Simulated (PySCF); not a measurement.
Gas-phase reaction: 2 Al(CH₃)₃ + C₆H₆ = Al₂H₆ + 3 C₄H₆ (butadiene)

Energies from PySCF, thermal terms from the rigid-rotor harmonic-oscillator model, ideal gas at 1 bar. † marks an energy on the PBE0/def2-TZVP geometry and frequencies; other levels use their own. MP2 and CCSD(T) freeze the core. 6-31G* has spherical d functions here. All species are closed-shell singlets. B3LYP is the form with VWN-RPA correlation. Methyl groups turn as free rotors in Al(CH₃)₃. Al₂H₆: computed as isolated molecules; such fragments, hydroxides, amides, oligomers or adducts are transient or little studied in the gas. MP2 isn't extrapolated to the basis-set limit; its ΔH°(298 K) is 507.5 kJ in def2-SVP and 544.7 kJ in def2-TZVPP. CCSD(T) isn't extrapolated to the basis-set limit. The harmonic model lacks anharmonicity and excited electronic states, which grow with temperature; levels with a mode under 35 cm⁻¹ are left out. Internal rotation in C₄H₆ (butadiene) is treated as a harmonic vibration of one conformer, which makes the entropy rough.

| level | ΔE electronic, kJ | ΔH°(298 K), kJ | ΔS°(298 K), J/K | ΔG°(2000 K), kJ |
|---|---|---|---|---|
| B3LYP/6-31G* | 499 | 465 | 142 | 144 |
| B3LYP/def2-TZVP† | 484 | 454 | 141 | 144 |
| CCSD(T)/def2-SVP† | 459 | 429 | 141 | 119 |
| MP2/def2-TZVPP† | 575 | 545 | 141 | 235 |
| PBE/def2-SVP | 517 | 485 | 140 | 175 |
| PBE0/def2-SVP† | 557 | 527 | 141 | 217 |
| PBE0/def2-TZVP | 551 | 521 | 141 | 211 |
| ωB97X-V/def2-TZVP† | 544 | 514 | 141 | 204 |
ΔH° is lowest at CCSD(T)/def2-SVP† and highest at MP2/def2-TZVPP†. No reference value is set beside these.
